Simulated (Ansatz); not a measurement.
# C3H2F+: one structure at several levels

The atoms stand at a structure displaced at random from a GFN2-xTB minimum. How far do the functionals agree with CCSD(T) there?

The runs use Ansatz 0.2.0, Gaussian basis; single points in def2-TZVPP.

Cores are frozen in the correlated methods. B3LYP uses VWN-RPA correlation.

## Step 1: The system as given

6 atoms, charge 1, spin multiplicity 1.

Atoms are counted from 1 here; the program's logs count them from 0.

Bond lengths: F1–C2 1.244 Å, C2–C3 1.433 Å, C2–C4 1.447 Å, C3–C4 1.431 Å, C3–H5 1.127 Å, C4–H6 1.084 Å. Angles: F1–C2–C3 149.9°, F1–C2–C4 150.5°, C3–C2–C4 59.6°, C2–C3–C4 60.7°, C2–C3–H5 151.3°, C4–C3–H5 148.1°, C2–C4–C3 59.7°, C2–C4–H6 150.7°, C3–C4–H6 149.6°.

Geometry (Å):

```xyz
6

F    -0.4724   -1.8605    0.7376
C    -0.1999   -0.7369    0.2798
C     0.6708    0.1165   -0.4724
C    -0.4844    0.6764    0.1610
H     1.5890    0.2810   -1.1053
H    -1.1082    1.5363    0.3753
```

## Step 2: CCSD(T)/def2-TZVPP

Input file run/in.yaml:

```yaml
crystal:
  periodic: [false, false, false]
  atoms:
    - {symbol: F, position_ang: [-0.472400, -1.860500, 0.737600]}
    - {symbol: C, position_ang: [-0.199900, -0.736900, 0.279800]}
    - {symbol: C, position_ang: [0.670800, 0.116500, -0.472400]}
    - {symbol: C, position_ang: [-0.484400, 0.676400, 0.161000]}
    - {symbol: H, position_ang: [1.589000, 0.281000, -1.105300]}
    - {symbol: H, position_ang: [-1.108200, 1.536300, 0.375300]}
basis:
  gaussian: {orbitals: def2-TZVPP}
total_charge: 1
correlation: {method: ccsd_t}
output: {forces: true}
```

The command line of these runs was not kept.

## Step 3: PBE0-D4/def2-TZVPP

run/in.yaml: that of step 2 with these lines changed.

```diff
@@ -12,3 +12,3 @@
 total_charge: 1
-correlation: {method: ccsd_t}
-output: {forces: true}
+hamiltonian: {xc: pbe0, dispersion: d4}
+output: {forces: true, orbitals: {seedname: orbitals}}
```

## Step 4: wB97M-V/def2-TZVPP

run/in.yaml: that of step 3 with these lines changed.

```diff
@@ -12,3 +12,3 @@
 total_charge: 1
-hamiltonian: {xc: pbe0, dispersion: d4}
-output: {forces: true, orbitals: {seedname: orbitals}}
+hamiltonian: {xc: {name: wB97M-V}}
+output: {forces: true}
```

## Step 5: r2SCAN-D4/def2-TZVPP

run/in.yaml: that of step 4 with these lines changed.

```diff
@@ -12,3 +12,3 @@
 total_charge: 1
-hamiltonian: {xc: {name: wB97M-V}}
+hamiltonian: {xc: r2scan, dispersion: d4}
 output: {forces: true}
```

## Step 6: PBE-D4/def2-TZVPP

run/in.yaml: that of step 5 with these lines changed.

```diff
@@ -12,3 +12,3 @@
 total_charge: 1
-hamiltonian: {xc: r2scan, dispersion: d4}
+hamiltonian: {xc: pbe, dispersion: d4}
 output: {forces: true}
```

## Step 7: B3LYP-D4/def2-TZVPP

run/in.yaml: that of step 6 with these lines changed.

```diff
@@ -12,3 +12,3 @@
 total_charge: 1
-hamiltonian: {xc: pbe, dispersion: d4}
+hamiltonian: {xc: {name: B3LYP}, dispersion: d4}
 output: {forces: true}
```

## Step 8: revPBE-D4/def2-TZVPP

run/in.yaml: that of step 7 with these lines changed.

```diff
@@ -12,3 +12,3 @@
 total_charge: 1
-hamiltonian: {xc: {name: B3LYP}, dispersion: d4}
+hamiltonian: {xc: {name: revPBE}, dispersion: d4}
 output: {forces: true}
```

(Steps that only read results are left out.)

What does the calculation give? Wanted: energy less free atoms, CCSD(T)/def2-TZVPP; RMS force component; RMS force error; HOMO and LUMO, PBE0-D4; T1 diagnostic.

The runs gave:

| quantity | value |
| --- | --- |
| energy less free atoms, CCSD(T)/def2-TZVPP | -410.0 kcal/mol |
| RMS force component | 1.669 to 1.940 eV/Å over the methods |
| RMS force error | PBE0-D4 0.347, wB97M-V 0.308, r2SCAN-D4 0.237, PBE-D4 0.154, B3LYP-D4 0.255, revPBE-D4 0.179 eV/Å |
| HOMO and LUMO, PBE0-D4 | -16.78 and -8.27 eV |
| T1 diagnostic | 0.014 |

What this shows: Against CCSD(T) the functionals' energies less atoms differ by -52.4 to -15.8 kcal/mol, PBE-D4 by -52.4 kcal/mol. A larger basis would deepen the CCSD(T) value, while the functionals are nearly converged already, so the order here is not reliable. The forces of PBE-D4 come nearest to CCSD(T), those of PBE0-D4 are farthest. Frozen-core CCSD(T) forces in triple zeta carry basis errors of their own, and this is one geometry, so small gaps rank nothing.
